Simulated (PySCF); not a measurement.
Isomers of C4H9N. Theory: PySCF 2.14.0, PBE0-D3(BJ)/def2-SVP geometry optimisation, gas phase. One conformer each; no zero-point energy, no entropy. No frequencies were run at this level. Point groups hold within 0.08 Å.

Question: Order them by energy at this level, lowest first, and give relative energies in kJ/mol.
A. `[CH2:1]=[N:2][CH2:3][CH2:4][CH3:5]` with C1–N2–C3–C4 -125°, N2–C3–C4–C5 65°
B. `[CH2:1]=[CH:2][CH2:3][NH:4][CH3:5]` with C1–C2–C3–N4 128°, C2–C3–N4–C5 176°
C. `[H]/[N:5]=[CH:4]\[CH2:3][CH2:2][CH3:1]` with C1–C2–C3–C4 65°, C2–C3–C4–N5 -125°

Answer: C (0.0), A (25.9), B (58.2).

As drawn, the lowest has a C=N bond, which the highest lacks; the highest has a C=C bond outside aromatic rings, which the lowest lacks.

```json
{"SMILES": "[H]/N=C\\CCC", "E (Eh)": "-212.17234", "E rel (kJ/mol)": "0.0", "dipole (D)": "2.49", "point group": "C1", "A, B, C (MHz)": "9582, 3012, 2586"}
{"SMILES": "C=NCCC", "E (Eh)": "-212.16248", "E rel (kJ/mol)": "25.9", "dipole (D)": "1.27", "point group": "C1", "A, B, C (MHz)": "9800, 3211, 2726"}
{"SMILES": "C=CCNC", "E (Eh)": "-212.15017", "E rel (kJ/mol)": "58.2", "dipole (D)": "0.83", "point group": "C1", "A, B, C (MHz)": "21184, 2221, 2179"}
```
